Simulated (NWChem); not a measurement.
## Lowest excitation of ethanol (C$_{2}$H$_{6}$O)

SMILES: CCO
```xyz
9

C     -1.1961     0.1358     0.2499
C      0.0782    -0.4235    -0.3534
O      1.2217     0.3105    -0.0034
H     -2.0803    -0.4258    -0.0899
H     -1.3248     1.1921    -0.0312
H     -1.1730     0.0794     1.3515
H      0.1824    -1.4950    -0.0839
H      0.0180    -0.3878    -1.4531
H      1.3116     0.2790     0.9547
```
Charge 0, spin multiplicity 1.

Everything below was run with NWChem. All single points use one geometry, from PBE0/def2-SVP, a minimum by its harmonic frequencies. It is one conformer; others weren't searched.

Basis set: def2-SVP.

The correlated methods keep 3 core orbitals frozen. B3LYP has NWChem's definition, with VWN1-RPA local correlation. Coupled-cluster values serve here as a point of comparison, not as the truth.

Problem. For the lowest vertical singlet excitation energy, TD-PBE gives 6.76 eV and TD-BHandHLYP gives 8.05 eV. What do CIS, TD-B3LYP, EOM-CCSD give?

Solution. CIS: 9.21 eV; TD-B3LYP: 7.30 eV; EOM-CCSD: 7.96 eV.
